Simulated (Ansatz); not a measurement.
Process, species as SMILES: [c]1cccnc1 -> [c]1ccncc1

Property: isomerisation energy (enthalpy at 298 K), in kcal/mol. Conventions: spin-orbit terms left out; non-relativistic; dispersion terms only where a functional's name holds one; 6-311+G** with 5d; 6-31G* and kin with 6d, 5d where marked; LANL2DZ all-electron up to Ne; open shells spin-unrestricted. First-principles rows: single points at B3LYP-D3(BJ) geometries (Ansatz, a first-principles code), with unscaled harmonic terms from B3LYP/6-31G* at its own minima.

| level | program | isomerisation energy (enthalpy at 298 K) (kcal/mol) |
|---|---|---|
| B3LYP/STO-3G | Ansatz | 0.4 |
| B3LYP/3-21G | Ansatz | -1.2 |
| B3LYP/LANL2DZ | Ansatz | -1.2 |
| B3LYP/6-31G | Ansatz | -1.0 |
| B3LYP/6-31G* | Ansatz | -1.3 |
| B3LYP/6-31+G* | Ansatz | -1.3 |
| B3LYP/6-31G** | Ansatz | -1.3 |
| B3LYP/def2-SVP | Ansatz | -1.4 |
| B3LYP/cc-pVDZ | Ansatz | -1.2 |
| B3LYP/6-311+G** | Ansatz | -1.3 |
| B3LYP/def2-TZVPD | Ansatz | -1.3 |

No value to compare with is used here. The 10 habitual levels span -1.4 (B3LYP/def2-SVP) to 0.4 kcal/mol (B3LYP/STO-3G); B3LYP/def2-TZVPD gives -1.3.

The sets are all those run for this method; runs whose electronic state is in doubt are left out.
